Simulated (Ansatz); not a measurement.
Born–Oppenheimer molecular dynamics of H2Si (3 atoms, charge 0, multiplicity 1). It starts from a relaxed structure.

The calculation used Ansatz, RKS PBE0-D4/def2-SVP.

```yaml
ensemble: NVT, Langevin thermostat
time_step: 0.5 fs
steps_asked: 600
set_temperature: 500 K
friction: 0.005 /fs
seed: 318382
```

Frames 5 fs apart, positions in Å, forces in eV/Å.

Velocities at 220.0 fs (Å/ps):

```
Si -5.71 1.05 6.81
H 2.89 11.75 14.84
H -14.36 34.18 -10.95
```

```xyz
3
Properties=species:S:1:pos:R:3:forces:R:3 time_fs=220.0 energy_less_start_eV=0.027 T=551
Si -1.004 0.748 0.400 -0.48 0.15 -0.07
H 0.340 0.159 0.674 0.54 -0.46 0.19
H -0.283 2.010 -0.038 -0.06 0.31 -0.12
3
Properties=species:S:1:pos:R:3:forces:R:3 time_fs=225.0 energy_less_start_eV=0.056 T=409
Si -1.031 0.754 0.431 0.92 0.69 -0.21
H 0.400 0.186 0.756 -0.50 0.18 -0.11
H -0.380 2.142 -0.079 -0.43 -0.88 0.32
3
Properties=species:S:1:pos:R:3:forces:R:3 time_fs=230.0 energy_less_start_eV=0.022 T=379
Si -1.048 0.763 0.453 0.21 -0.41 0.19
H 0.392 0.231 0.799 -0.43 0.35 -0.19
H -0.572 2.112 -0.077 0.23 0.06 0.00
3
Properties=species:S:1:pos:R:3:forces:R:3 time_fs=235.0 energy_less_start_eV=0.055 T=261
Si -1.061 0.767 0.474 -1.24 -0.73 0.23
H 0.332 0.343 0.768 0.81 -0.04 0.08
H -0.704 2.087 -0.091 0.43 0.76 -0.31
3
Properties=species:S:1:pos:R:3:forces:R:3 time_fs=240.0 energy_less_start_eV=0.030 T=375
Si -1.081 0.766 0.495 0.32 0.61 -0.27
H 0.422 0.456 0.730 -0.23 0.12 -0.07
H -0.759 2.183 -0.161 -0.09 -0.73 0.34
3
Properties=species:S:1:pos:R:3:forces:R:3 time_fs=245.0 energy_less_start_eV=0.034 T=433
Si -1.097 0.771 0.518 0.95 0.26 -0.11
H 0.480 0.573 0.684 -0.83 0.05 -0.06
H -0.839 2.126 -0.211 -0.12 -0.31 0.16
3
Properties=species:S:1:pos:R:3:forces:R:3 time_fs=250.0 energy_less_start_eV=0.054 T=373
Si -1.105 0.771 0.544 -0.62 -0.50 0.30
H 0.380 0.716 0.625 0.78 -0.25 0.19
H -0.927 2.009 -0.254 -0.16 0.75 -0.49
3
Properties=species:S:1:pos:R:3:forces:R:3 time_fs=255.0 energy_less_start_eV=0.035 T=391
Si -1.114 0.765 0.571 0.49 0.68 -0.49
H 0.435 0.838 0.588 -0.21 -0.21 0.15
H -1.045 2.029 -0.373 -0.28 -0.47 0.34
3
Properties=species:S:1:pos:R:3:forces:R:3 time_fs=260.0 energy_less_start_eV=0.049 T=421
Si -1.117 0.765 0.595 0.83 0.66 -0.51
H 0.474 0.906 0.586 -0.82 -0.11 0.04
H -1.222 1.970 -0.435 0.00 -0.55 0.47
3
Properties=species:S:1:pos:R:3:forces:R:3 time_fs=265.0 energy_less_start_eV=0.041 T=412
Si -1.111 0.770 0.616 -0.74 -0.72 0.63
H 0.373 0.930 0.582 0.63 0.24 -0.18
H -1.408 1.816 -0.409 0.10 0.49 -0.46
3
Properties=species:S:1:pos:R:3:forces:R:3 time_fs=270.0 energy_less_start_eV=0.060 T=381
Si -1.104 0.772 0.638 -0.77 -0.40 0.34
H 0.385 0.995 0.565 0.32 0.36 -0.34
H -1.587 1.755 -0.443 0.45 0.04 0.01
3
Properties=species:S:1:pos:R:3:forces:R:3 time_fs=275.0 energy_less_start_eV=0.065 T=427
Si -1.100 0.773 0.666 0.29 0.35 -0.36
H 0.432 1.147 0.461 -0.81 -0.01 -0.11
H -1.679 1.706 -0.479 0.52 -0.34 0.47
```

Of the whole run (300 fs, mean temperature of the second half 447 K): The mean temperature of the second half is 11 % below the set value. A run of 0.3 ps of so small a system gives no equilibrium averages.

Run time: 99 s on 1 thread of Arm Neoverse V2, with other jobs on the host, peak memory 0.07 GiB.
